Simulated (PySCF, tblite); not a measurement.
# C₅H₇F+ (doublet): geometry, infrared bands and EPR parameters

Aim: predict the infrared bands and EPR parameters of C₅H₇F+ (doublet) (`C[C@@H](F)[C+]1[CH]C1`).

Computed with tblite 0.8.0 and PySCF 2.14.0, with density-fitted response routines of our own, on a single molecule in the gas phase. Atoms count from 0, in the outputs and in this text.

### Step 1. The starting structure

13 atoms, charge 1, multiplicity 2; geometry from: force field or distance geometry start.

Bonds of the start (Å): C0–C1 1.51, C1–F2 1.38, C1–C3 1.49, C3–C4 1.48, C4–C5 1.50, C5–C3 1.49, C0–H6 1.10, C0–H7 1.11, C0–H8 1.12, C1–H9 1.11, C4–H10 1.12, C5–H11 1.11, C5–H12 1.11.

### Step 2. Geometry optimisation with GFN2-xTB

Job settings and geometry (Å):

```
{"job": {"kind": "relax", "xc": "GFN2-xTB", "basis": "xTB"}, "charge": 1, "multiplicity": 2}
C     -1.818300    -0.247900    -0.491400
C     -0.802200     0.167500     0.550700
F     -0.894900    -0.717500     1.603500
C      0.574800     0.216200    -0.024100
C      1.616900     0.698100    -0.950300
C      1.951800    -0.346500     0.066500
H     -1.983100     0.587600    -1.187400
H     -2.733200    -0.580800     0.044400
H     -1.452300    -1.157900    -1.035300
H     -1.104400     1.174000     0.893000
H      2.044600     1.724100    -0.787700
H      2.600200    -0.099000     0.935000
H      1.995600    -1.417400    -0.218400
```

On the command line:

```sh
$ OMP_NUM_THREADS=1 python probes_run.py task.json out
```

This one command runs all jobs of the session in turn.

**Question.** This job is followed by: GFN2-xTB harmonic vibrations, gas phase; UKS B3LYP, pcH-1 on C F H, non-relativistic, mean-field spin-orbit, GIAO. What will the session give for the following? strongest single infrared mode (GFN2-xTB); zero-point energy (GFN2-xTB); g(iso) (B3LYP); ⟨S²⟩; largest a(iso) (averaged by class).

**Answer**, as computed:

| quantity | value |
| --- | --- |
| strongest single infrared mode (GFN2-xTB) | 1304 cm⁻¹, 292 km/mol |
| zero-point energy (GFN2-xTB) | 61.8 kcal/mol |
| g(iso) (B3LYP) | 2.00332 |
| ⟨S²⟩ | 0.753 (exact 0.75) |
| largest a(iso) (averaged by class) | 1H on H12, 296.0 MHz |

The optimisation took 77 steps and gained 1.206 eV; among the close pairs (by a distance rule), C3–C4 changed most, from 1.475 to 1.347 Å. All 33 modes are real, so the xTB geometry is a minimum. The strongest single mode, at 1304 cm⁻¹, moves mainly H11 and H12. Unscaled tight-binding wavenumbers are off by several per cent, some by more. Its intensities can rank the bands wrongly. The largest share of the spin, 0.48 e, sits on C4. The isotropic g lies 1.0 ppt above the free-electron value.
